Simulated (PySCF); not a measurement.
Splitting trees

Bonds (- single, = double, # triple, : aromatic): C1=C2 1.327 Å, C2-C3 1.459 Å, C3=C4 1.342 Å, C3-C5 1.479 Å, C5=O6 1.204 Å. C1 carries H7, H8; C2 carries H9; C4 carries H10, H11; C5 carries H12. H10 is cis to C2; H7 is cis to C3; H11 is trans to C2; H8 is trans to C3.

Theory: geometry: GFN2-xTB, J couplings at B3LYP/pcJ-1 (without the spin–dipole term), NMR shieldings at PBE0/pcSseg-1/GIAO, in PySCF 2.14 (no relativistic terms, in vacuum, one conformer).

δ = σ(ref) − σ, references computed at the same level: 1H (σref 31.72) against TMS.

Spectrometer: 800 MHz for 1H. First-order analysis; couplings under 1 Hz (under 4 Hz in carbon signals) are ignored, and nearly equal couplings are merged; the smaller ones broaden or split the lines further.

(1) What pattern does H8 show (1H)?

(2) What pattern does H7 show (1H)?

(3) What pattern does H9 show (1H)?

(4) What pattern does H10 show (1H)?

Answers

(1) A doublet of quartets at δ 5.66: 13.6 Hz to H9 (1 × 1H, 3 bonds away), 1.5 Hz to H11 and H7 and H10 (3 × 1H, 2 or 5 bonds away). Lines in Hz from the centre (relative intensity): +9.1 (1), +7.5 (3), +6.0 (3), +4.5 (1), -4.5 (1), -6.0 (3), -7.5 (3), -9.1 (1). The outer lines are 18.1 Hz apart, the sum of the couplings kept, or 0.023 ppm at this field.

(2) A doublet of quartets at δ 6.32: 19.6 Hz to H9 (1 × 1H, 3 bonds away), 1.2 Hz to H8 and H11 and H10 (3 × 1H, 2 or 5 bonds away). Lines in Hz from the centre (relative intensity): +11.6 (1), +10.4 (3), +9.2 (3), +8.0 (1), -8.0 (1), -9.2 (3), -10.4 (3), -11.6 (1). The outer lines are 23.2 Hz apart, the sum of the couplings kept, or 0.029 ppm at this field.

(3) A doublet of doublets at δ 6.89: 19.6 Hz to H7 (1 × 1H, 3 bonds away), 13.6 Hz to H8 (1 × 1H, 3 bonds away). Lines in Hz from the centre (relative intensity): +16.6 (1), +3.0 (1), -3.0 (1), -16.6 (1). The outer lines are 33.2 Hz apart, the sum of the couplings kept, or 0.042 ppm at this field.

(4) A doublet of triplets at δ 5.74: 2.2 Hz to H12 (1 × 1H, 4 bonds away), 1.1 Hz to H8 and H7 (2 × 1H, 5 bonds away). Lines in Hz from the centre (relative intensity): +2.2 (1), +1.1 (2), +0.0 (2), -1.1 (2), -2.2 (1). The outer lines are 4.4 Hz apart, the sum of the couplings kept, or 0.006 ppm at this field.

Unscaled 3J(H,H) at this level run about 10 % above measured values.
